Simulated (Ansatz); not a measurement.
Strength of the C–H bond: C2H6O → C2H5O + H

Species: C2H6O (dimethyl ether) `COC`, singlet; C2H5O (methoxymethyl) `[CH2]OC`, doublet; H atom, doublet. 

Shapes, held fixed at every level: PBE0-D4/def2-TZVP. Flexible molecules stand in one conformer, not always the lowest. Programs: Ansatz 0.2.0. The zero-point and thermal change to 298 K, harmonic and unscaled (PBE0-D4/def2-TZVP), is -30.0 kJ/mol.

```json
{"level": "PBE-D4/def2-TZVPP", "kind": "GGA", "ΔH(298 K) (kJ/mol)": "+382.6", "less CCSD(T)/CBS estimate": "-22.5", "CPU time (sum over the molecules)": "9.6 s"}
{"level": "B3LYP-D4/def2-TZVPP", "kind": "global hybrid", "ΔH(298 K) (kJ/mol)": "+392.0", "less CCSD(T)/CBS estimate": "-13.1", "CPU time (sum over the molecules)": "12 s"}
{"level": "wB97M-V/def2-TZVPP", "kind": "range-separated hybrid", "ΔH(298 K) (kJ/mol)": "+399.3", "less CCSD(T)/CBS estimate": "-5.8", "CPU time (sum over the molecules)": "37 s"}
{"level": "MP2/def2-TZVPP", "kind": "perturbation theory", "ΔH(298 K) (kJ/mol)": "+397.6", "less CCSD(T)/CBS estimate": "-7.5", "CPU time (sum over the molecules)": "–"}
{"level": "CCSD(T)/def2-SVP", "kind": "coupled cluster or CI", "ΔH(298 K) (kJ/mol)": "+389.3", "less CCSD(T)/CBS estimate": "-15.8", "CPU time (sum over the molecules)": "11 s"}
{"level": "CCSD/def2-TZVPP", "kind": "coupled cluster or CI", "ΔH(298 K) (kJ/mol)": "+397.0", "less CCSD(T)/CBS estimate": "-8.1", "CPU time (sum over the molecules)": "–"}
{"level": "CCSD(T)/CBS estimate", "kind": "coupled cluster or CI", "ΔH(298 K) (kJ/mol)": "+405.1", "less CCSD(T)/CBS estimate": "0.0", "CPU time (sum over the molecules)": "5.5 min"}
```

The highest level, CCSD(T)/CBS estimate, gives ΔH(298 K) = +405.1 kJ/mol; the levels span +382.6 to +405.1. The column of differences is taken from that level and isn't an error. No measured value is set beside it here. Open shells run unrestricted unless RO is named. The CBS estimate extrapolates MP2 from def2-TZVPP and def2-QZVPP and adds CCSD(T) − MP2 in the triple-zeta set, cores frozen. Times are processor times on shared x86 and Arm servers, and rough.
